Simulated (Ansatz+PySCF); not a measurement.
singlet N2O: levels of theory in one basis

```yaml
atoms:
  - { symbol: N, position_ang: [0.0436, -0.0227, -1.2037] }
  - { symbol: N, position_ang: [-0.0394, 0.0049, -0.0379] }
  - { symbol: O, position_ang: [-0.0400, 0.0017, 1.0748] }
```

Basis set: def2-SVP (spherical functions). Frozen core: 3 orbitals. Charge 0, multiplicity 1.

Computed with Ansatz (development build ahead of 0.2.0); each method stands on the lowest determinant of its kind that the runs found. NEVPT2 correlates all electrons. Active spaces start from the frontier orbitals, and the lowest solution found is given.

```json
{"method": "RHF", "E − E(RHF) (eV)": "0.00", "<S²> of the determinant": "0.00"}
{"method": "UHF", "E − E(RHF) (eV)": "-0.04", "<S²> of the determinant": "0.26"}
{"method": "RHF-MP2", "E − E(RHF) (eV)": "-14.58", "<S²> of the determinant": "–"}
{"method": "RHF-CCSD", "E − E(RHF) (eV)": "-14.06", "<S²> of the determinant": "–"}
{"method": "UHF-CCSD", "E − E(RHF) (eV)": "-14.04", "<S²> of the determinant": "0.26"}
{"method": "RHF-CCSD(T)", "E − E(RHF) (eV)": "-14.74", "<S²> of the determinant": "–"}
{"method": "UHF-CCSD(T)", "E − E(RHF) (eV)": "-14.70", "<S²> of the determinant": "0.26"}
{"method": "CASSCF(8,6)", "E − E(RHF) (eV)": "-3.29", "<S²> of the determinant": "–"}
{"method": "SC-NEVPT2(8,6)", "E − E(RHF) (eV)": "-14.14", "<S²> of the determinant": "–"}
```

Q: What does UHF-MP2 give on the same scale?

A: -13.81 eV.

Q: Is a single determinant a sound starting point here?

A: Only with care. Unrestricted orbitals gain 0.04 eV and <S²> is 0.26 against 0.00 for a pure state, so spin symmetry breaks but gains little energy; restricted orbitals can still serve. The CASSCF(8,6) natural occupations are 1.98, 1.98, 1.92, 1.92, 0.10, 0.10.

Caution for UHF, UHF-MP2, UHF-CCSD, UHF-CCSD(T): the unrestricted determinant is spin contaminated. Caution for UHF-MP2: another reference gives a lower total.
